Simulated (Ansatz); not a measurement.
Ideal-gas functions of `C=C(N)O` at 800 K and 1 bar, from an Ansatz frequency run at PBE0-D4/def2-TZVP.

Molar mass 59.07 g/mol, point group C1 (symmetry number 1), electronic degeneracy 1, moments of inertia 47.241, 50.523, 97.271 u Å². Harmonic wavenumbers (cm⁻¹, unscaled): 223, 412, 462, 516, 565, 666, 678, 718, 958, 980, 1124, 1225, 1436, 1460, 1638, 1741, 3190, 3280, 3596, 3708, 3876.

Use S(trans) = R[1.5 ln M + 2.5 ln T − 1.1517]; rotational temperatures θ = 24.2544 K / I; S(rot) = R[ln(√π/σ · √(T³/θAθBθC)) + 1.5]; for each mode x = 1.438777 ν̃/T, S = R[x/(eˣ − 1) − ln(1 − e⁻ˣ)] and H = RT x/(eˣ − 1); 1 cm⁻¹ = 0.0119627 kJ/mol; R = 8.31446 J/(mol·K).

Question: By hand: the entropy, in J/(mol·K).

Answer: Translation 180.2. Rotation: θ = 0.5134, 0.4801, 0.2493 K, giving 112.2. Vibration, mode by mode: 15.97, 10.99, 10.09, 9.23, 8.53, 7.29, 7.16, 6.74, 4.75, 4.60, 3.75, 3.25, 2.41, 2.33, 1.81, 1.56, 0.18, 0.16, 0.10, 0.08, 0.06, in all 101.0. Electronic 0.0. Sum 393.4 J/(mol·K).

Question: By hand: H − E and G − E in kJ/mol, counted from the electronic energy.

Answer: Zero-point energy ½ × 32452 × 0.0119627 = 194.1; thermal vibration 46.1; translation, rotation and pV give 4 RT = 26.6. H − E = 266.8 kJ/mol, and G − E = 266.8 − 800 × 393.4/1000 = -47.9 kJ/mol.

Vibration gives 26 % of the entropy. The sum counts one conformer and one mirror image; others add a mixing term.
